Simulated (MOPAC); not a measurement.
MOPAC input (PM7):

```
PM7 PRECISE GNORM=0.05 LET XYZ UHF MS=0.5 GEO-OK AUX(PRECISION=9) THREADS=1
C4H9

C     0.00151063 1   -0.00003421 1    0.15677747 1
C    -0.00745373 1    1.47973661 1   -0.01482608 1
C     1.28493407 1   -0.73353222 1   -0.02776186 1
C    -1.27792029 1   -0.74619443 1   -0.00307020 1
H    -0.01913589 1    1.76636606 1   -1.08038075 1
H    -0.89153056 1    1.93489643 1    0.43835820 1
H     0.88065011 1    1.94365219 1    0.42128423 1
H     1.52338880 1   -0.87527278 1   -1.09582020 1
H     2.12764463 1   -0.19187872 1    0.40880281 1
H     1.24913342 1   -1.73108127 1    0.41693185 1
H    -1.53549656 1   -0.89038572 1   -1.06634955 1
H    -1.22370432 1   -1.74329874 1    0.44075626 1
H    -2.11737378 1   -0.21285195 1    0.44970118 1
```

Problem. What heat of formation does the run end on?

Solution. -6.12 kcal/mol.
